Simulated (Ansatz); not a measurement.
## Ansatz (development build ahead of 0.2.0) run

```yaml
crystal:
  periodic: [false, false, false]
  atoms:
    - { symbol: P, position_ang: [0.0, 0.0, 0.0] }
    - { symbol: H, position_ang: [0.0, 0.0, 4.26] }
basis:
  gaussian: { orbitals: def2-SVP }
magnetization:
  spin_polarized: true
hamiltonian:
  xc: pbe0
scf:
  omitted_lower_state_checks: [starts, atomic_configurations, cluster_reference, orbital_swaps, given_window_search, neighbouring_geometries, increment]
output:
  forces: true
```

The input is written out in the form of the current development build from the run's settings.

Results

| Quantity | Value |
| --- | --- |
| Converged | yes |
| Total energy | -341.49514 hartree |
| Spin squared of the determinant | 2.010 |
| Stability test | minimum |

Forces (eV/Å):
```tsv
atom	Fx	Fy	Fz
P1	0.000	0.000	0.017
H2	0.000	0.000	-0.017
```

Caution: charge can spread falsely over distant fragments; another spin multiplicity may lie lower; the unrestricted determinant is a mixture of spin states.
